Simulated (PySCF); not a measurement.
A structure optimised at PBE-D3(BJ)/def2-SVP, used in a PySCF frequency run:

```xyz
6

F      0.0000     1.1095    -1.3956
C      0.0000     0.0000    -0.6722
F      0.0000    -1.1095    -1.3956
C      0.0000     0.0000     0.6722
F      0.0000    -1.1095     1.3956
F      0.0000     1.1095     1.3956
```

Question: Write its SMILES, formula and point group.

Answer: FC(F)=C(F)F, C2F4, D2h

Question: What are its rotational constants (standard atomic weights)?

Answer: 5.4028, 3.1809, 2.0022 GHz
